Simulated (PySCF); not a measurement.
# Si: ionisation energy

Si [Ne] 3s2 3p2 (3P) → Si+ [Ne] 3s2 3p1 (2P), as a difference of total energies. All numbers are calculated (PySCF 2.14, the spin-free X2C one-electron Hamiltonian (Gaussian nucleus), in aug-cc-pCVTZ-DK (8s7p5d3f, 75 functions)). Correlated levels: nothing frozen. The calculations carry no spin-orbit coupling.

Q: Order these methods by the ionisation energy they give, lowest first.
A. SCS-MP2 (all electrons)
B. CCSD(T) (all electrons)
C. CCSD (all electrons)
D. MP2 (all electrons)

A: A (7.953 eV), D (8.040 eV), C (8.067 eV), B (8.103 eV).

Errors of the correlated levels include the incompleteness of this basis.

For comparison: 8.157 eV (measured; NIST levels, between the centres of gravity of the two terms).
